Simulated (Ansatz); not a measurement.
## Ansatz (development build ahead of 0.2.0) run

```yaml
crystal:
  periodic: [false, false, false]
  atoms:
    - { symbol: O, position_ang: [0.0, 0.0, 0.646] }
    - { symbol: C, position_ang: [0.0, 0.0, -0.52411] }
    - { symbol: H, position_ang: [0.0, 0.93439, -1.11166] }
    - { symbol: H, position_ang: [0.0, -0.93439, -1.11166] }
basis:
  gaussian: { orbitals: cc-pVTZ }
hamiltonian:
  xc: hf
correlation:
  method: mp2
  frozen_orbitals: { C: 1, H: 0, O: 1 }
output:
  forces: true
```

The input is written out in the form of the current development build from the run's settings.

Results

- Converged: yes
- Reference energy: -113.91299 hartree
- Correlation energy: -0.39161 hartree
- Total energy: -114.30461 hartree
- Spin squared of the determinant: 0.000
- Stability test: minimum among restricted orbitals
- Occupied orbitals by symmetry in an Abelian subgroup (alpha; beta): 5 A1 1 B1 2 B2; 5 A1 1 B1 2 B2

Forces (eV/Å):
```tsv
atom	Fx	Fy	Fz
O1	0.000	0.000	3.678
C2	0.000	0.000	-3.504
H3	0.000	0.000	-0.087
H4	0.000	0.000	-0.087
```
